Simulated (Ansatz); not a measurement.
**NH3, singlet: the ladder up to RCCSDTQ**

Geometry: MP2(full)/6-31G*, from the G2/97 set.

```yaml
atoms:
  - { symbol: N, position_ang: [0.0000, 0.0000, 0.0689] }
  - { symbol: H, position_ang: [0.0000, 0.9397, -0.3194] }
  - { symbol: H, position_ang: [0.8138, -0.4699, -0.3194] }
  - { symbol: H, position_ang: [-0.8138, -0.4699, -0.3194] }
```

Basis cc-pVTZ; Ansatz 0.2.0. Only valence electrons are correlated (noble-gas cores frozen), which leaves 8 electrons in 71 orbitals. R marks a restricted (for open shells ROHF) determinant. Active spaces: valence = (8e, 7o) chosen from the atoms' valence shells.

Full CI isn't at hand for all of this; RCCSDTQ serves as the reference, and is uncertain by about the last step of the cluster series.

```
UHF ⟨S²⟩                          : 0.000
T1 diagnostic (RCCSD)             : 0.0061
largest doubles amplitude (RCCSD) : 0.036
```

```json
{"level": "RMP2", "E − E(RHF) (eV)": "-6.4057"}
{"level": "RCCSD", "E − E(RHF) (eV)": "-6.7474"}
{"level": "RCCSD(T)", "E − E(RHF) (eV)": "-6.9565"}
```

(1) Estimate how far RCCSDTQ in cc-pVTZ lies from RCCSD(T). The table doesn't fix it; the size of (T) and the diagnostics are the guide.

(1) RCCSDTQ in cc-pVTZ lies 1.3 kJ/mol below RCCSD(T), which is 7 % of the (T) step (-20.2 kJ/mol). The diagnostics are small and one determinant leads, so the series closes fast and only a small part of (T) is left.

The other levels:

```json
{"level": "CISD", "E − E(RCCSDTQ) (kJ/mol)": "50.1", "share of correlation (%)": "92.55", "wall time": "1.7 s"}
{"level": "BCCD(T)", "E − E(RCCSDTQ) (kJ/mol)": "1.2", "share of correlation (%)": "99.81", "wall time": "0.85 s"}
{"level": "RCCSDT", "E − E(RCCSDTQ) (kJ/mol)": "0.8", "share of correlation (%)": "99.89", "wall time": "–"}
{"level": "RCCSDT(Q)", "E − E(RCCSDTQ) (kJ/mol)": "0.0", "share of correlation (%)": "100.00", "wall time": "1.3 s (H100)"}
{"level": "CASSCF (valence space)", "E − E(RCCSDTQ) (kJ/mol)": "475.8", "share of correlation (%)": "29.25", "wall time": "–"}
{"level": "NEVPT2 (valence space)", "E − E(RCCSDTQ) (kJ/mol)": "88.6", "share of correlation (%)": "86.83", "wall time": "1.4 s"}
{"level": "MRCISD (valence space)", "E − E(RCCSDTQ) (kJ/mol)": "23.2", "share of correlation (%)": "96.55", "wall time": "–"}
{"level": "MRCISD+Q (valence space)", "E − E(RCCSDTQ) (kJ/mol)": "2.1", "share of correlation (%)": "99.69", "wall time": "1.4 s (H100)"}
```

The correlation energy at RCCSDTQ, counted from RHF, is -6.970 eV. That run took 16 s on 5 threads of AMD EPYC 7R13 with a whole H100 80 GB, shared host.

Times hold each run's SCF and search for its determinant on a shared host, so for small cases they say little of a method's own cost; rows without a card ran on 1 thread of AMD EPYC 7R13.

Natural occupations of CASSCF (valence space) about the gap: 1.999 1.979 1.978 1.978 0.022 0.021 0.021; effectively unpaired electrons, Σ n²(2−n)², 0.01.
